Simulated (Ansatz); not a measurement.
System: tetradymite Bi2Te3. Method: PBEsol in Ansatz (PAW).

Settings: plane-wave cutoff 520 eV, 10×10×10 k mesh, scalar-relativistic PAW data made under PBE.

Computed at the level's own relaxed cell.

Q: What does this level give for the elastic constant C44, polycrystal shear modulus (Hill average), elastic constant C13, elastic constant C11, elastic constant C12, elastic constant C33 and elastic constant C66?

A: 
elastic constant C44: 30.5 GPa
polycrystal shear modulus (Hill average): 22.0 GPa
elastic constant C13: 24.3 GPa
elastic constant C11: 73.0 GPa
elastic constant C12: 18.7 GPa
elastic constant C33: 43.0 GPa
elastic constant C66: 27.1 GPa

Measured, for comparison: elastic constant C44 27.4 GPa, elastic constant C13 27.0 GPa, elastic constant C11 68.5 GPa, elastic constant C12 21.8 GPa, elastic constant C33 47.7 GPa, elastic constant C66 23.4 GPa (temperature not stated, not corrected to a static lattice; as tabulated in Oses et al. (2018), arXiv:1811.08464); Voigt–Reuss–Hill shear modulus 19.8 GPa (temperature not stated, not corrected to a static lattice, Hill average of measured single-crystal constants; as tabulated in Oses et al. (2018), arXiv:1811.08464). Computed (rounded) less measured: elastic constant C44 +11 %, Voigt–Reuss–Hill shear modulus +11 %, elastic constant C13 -10 %, elastic constant C11 +7 %, elastic constant C12 -14 %, elastic constant C33 -10 %, elastic constant C66 +16 %. A static lattice is as a rule a little smaller and stiffer than an uncorrected measurement, which narrows the difference in the elastic constant C11 and would widen misses of the other sign.

Note: the cell comes from a level without a dispersion term, which matters for the spacing of layers, chains or molecules.

Elastic constants are with the ions relaxed.

Spin–orbit coupling is not included; it can shift volumes and moduli of such heavy elements.

Computed values are for the static lattice.

Ansatz is a program for electronic structure.
